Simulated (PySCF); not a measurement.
**S: ionisation energy**

S [Ne] 3s2 3p4 (3P) → S⁺ [Ne] 3s2 3p3 (4S), as a difference of total energies. Computed with PySCF 2.14 in def2-SVP (4s3p1d, 18 functions), with the non-relativistic Hamiltonian (point nucleus). Correlated levels: valence: [Ne] frozen. The calculations carry no spin-orbit coupling.

| method | ionisation energy (eV) |
| --- | --- |
| UHF | 9.190 |
| PBE0 | 10.340 |
| M06-L | 10.449 |
| MP2 (valence) | 9.563 |
| SCS-MP2 (valence) | 9.603 |
| CCSD (valence) | 9.563 |
| CCSD(T) (valence) | 9.568 |

Errors of the correlated levels include the incompleteness of this basis and the frozen core.

Task: Which method comes closest to the reference value, and which is furthest?

Result: The reference is 10.336 eV (measured; NIST levels, between the centres of gravity of the two terms). Closest: PBE0 (error 0.004 eV); furthest: UHF (error -1.146 eV).
